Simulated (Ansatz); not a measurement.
The input, for Ansatz 0.2.0:

```yaml
crystal:
  periodic: [false, false, false]
  atoms:
    - {symbol: C, position_ang: [0.000000, 0.000000, 1.682800]}
    - {symbol: Si, position_ang: [0.000000, 0.000000, -0.047400]}
    - {symbol: F, position_ang: [0.000000, 0.000000, -1.635400]}
basis:
  gaussian: {orbitals: cc-pVTZ}
magnetization: {spin_polarized: true, initial_magnetization: 3}
hamiltonian: {xc: {name: B3LYP}}
```

```sh
$ ansatz run in.yaml --threads 2 --pin off --events-out ev --progress --plain --max-ram 24576MiB --backend cuda --devices 0, --max-vram 18GiB
```

Roughly how long does this take on 2 threads of AMD EPYC 7R13 with a shared H100 80 GB, shared host, and how much host memory?

2.2 s wall and 0.79 GiB.

```
594 factors; their error is unknown
mean field evaluation 1: about -11622.9966 eV, gradient 3.1e1 eV
mean field evaluation 2: about -11613.2160 eV, gradient 5.2e1 eV
mean field evaluation 4: about -11627.0874 eV, gradient 5.1e0 eV
mean field evaluation 8: about -11627.2273 eV, gradient 8.7e-2 eV
mean field evaluation 16: about -11627.2274 eV, gradient 2.4e-5 eV
mean field -11627.22737823 eV, -427.2927249322 hartree, gradient 2.4e-5 eV, S^2 3.753024; 1 other end points of the search recorded, 0 dependent functions left out
reference -11627.22755651 eV, -427.2927314838 hartree; 16, 13 occupied and 78, 81 virtual orbitals, 594 factors
Total energy: -11627.22755651 eV, -427.2927314838 hartree
```
